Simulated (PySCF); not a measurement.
## Adding and removing an electron: CF

PBE; C pcseg-2, F pcseg-2; no relativity (PySCF 2.14). Neutral (UKS): doublet (π ↑), Re = 1.287 Å, ωe = 1252 cm⁻¹, De = 6.29 eV, HOMO -4.68 eV, LUMO -4.24 eV.

CF⁺ (UKS): singlet (closed shell), Re = 1.169 Å, ωe = 1707 cm⁻¹, De = 8.52 eV to C⁺ + F. The energies at the minima are -137.69551 hartree for CF and -137.35313 for CF⁺.

Q: Work out the adiabatic ionisation energy, without and with harmonic zero-point energies (1 hartree = 27.2114 eV, 1 eV = 8065.5 cm⁻¹), and the change of the bond length.

A: At PBE: 0.34238 hartree = 9.317 eV between the minima; the zero-point term (1707.0 − 1252.0)/2 cm⁻¹ = +0.028 eV makes it 9.345 eV. Re changes by -11.8 pm against the neutral. The electron leaves a π orbital, and the shorter bond of the ion fits an antibonding orbital, or a change in how ionic the bond is.

For an ion De counts to the pair picked by the measured ionisation energies or electron affinities, which need not be the lowest pair at this level. States were picked by a PBE0 search and need not be the measured ground states.
